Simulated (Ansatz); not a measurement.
Results of LDA in Ansatz (plane waves, PAW) for zinc-blende HgSe.

Settings: plane-wave cutoff 520 eV, 20×20×20 k mesh, Fermi–Dirac smearing 0.05 eV, perturbation theory, scalar-relativistic PAW data made under PBE.

The cell has the measured lattice parameters. Conventional cell: a = 6.0850 Å, b = 6.0850 Å, c = 6.0850 Å, α = 90.00°, β = 90.00°, γ = 90.00°.

```cif
data_HgSe
_chemical_formula_sum 'Hg1 Se1'
_space_group_name_H-M_alt 'P 1'
_space_group_IT_number 1
_cell_length_a 4.30274
_cell_length_b 4.30274
_cell_length_c 4.30274
_cell_angle_alpha 60.000
_cell_angle_beta 60.000
_cell_angle_gamma 60.000
loop_
_space_group_symop_operation_xyz
  'x, y, z'
loop_
_atom_site_label
_atom_site_type_symbol
_atom_site_fract_x
_atom_site_fract_y
_atom_site_fract_z
_atom_site_occupancy
Hg1 Hg 0.00000 0.00000 0.00000 1
Se1 Se 0.75000 0.75000 0.75000 1
```

Harmonic phonon frequencies (cm⁻¹; i marks an imaginary mode; at Γ without the LO shift):

```
q point           frequencies
-------  --------------------
Γ           0 0 0 129 129 129
X                  (withheld)
L        23 23 87 151 151 180
```

**Question.** Some entries are withheld; supply them.

**Answer.** 
- X, frequencies: 21 21 98 170 170 170

No imaginary mode appears at these points.

Note: the solid has no gap at this level, which affects its response; the cell isn't this level's own, so it is under some stress, which shifts stiffness and frequencies.

Ansatz is a first-principles code.
